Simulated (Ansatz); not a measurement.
The same path of H3Si + H4Si (9 atoms, charge 0, multiplicity 2) was run twice with different band settings. Lost on the way: Si1–H2. Made: H2–Si6.

Theory: UKS BHLYP/6-31G* in Ansatz 0.2.0.

Relaxed end points:

```xyz
9
Properties=species:S:1:pos:R:3
Si 0.000 0.000 -0.844
H 0.000 0.000 0.631
H 1.392 0.000 -1.336
H -0.695 1.205 -1.337
H -0.695 -1.205 -1.336
Si 0.000 0.000 4.611
H -0.759 -1.182 5.069
H 1.404 -0.066 5.068
H -0.644 1.249 5.068
```

```xyz
9
Properties=species:S:1:pos:R:3
Si 0.001 0.000 -1.075
H -0.001 0.000 2.777
H 1.406 0.000 -1.533
H -0.702 1.217 -1.532
H -0.702 -1.217 -1.533
Si 0.000 0.000 4.253
H -0.752 -1.171 4.745
H 1.390 -0.066 4.745
H -0.638 1.236 4.745
```

Common settings: movable images 9; climbing image yes; spring 5.0 eV/Å²; optimiser quadratic models (default); start path through a guess of the saddle point; force threshold 0.03 eV/Å; end points relaxed.

| run | iteration limit |
| --- | --- |
| 1 | 60 |
| 2 | 10 |

Q: What does each run give, and how far can it be trusted?

A: Run 1: converged after 7 iterations, highest image 0.502 eV above the first end. A vibrational analysis at the climbing image gives one clearly imaginary mode, 1339i cm⁻¹, and a faint second one (33i cm⁻¹) that may be numerical noise or a soft torsion: probably a first-order saddle point.
Run 2: converged after 7 iterations, highest image 0.502 eV above the first end. Another band between the same ends (9 images) ends at a top of the same energy, where a vibrational analysis finds 1 clearly imaginary mode.
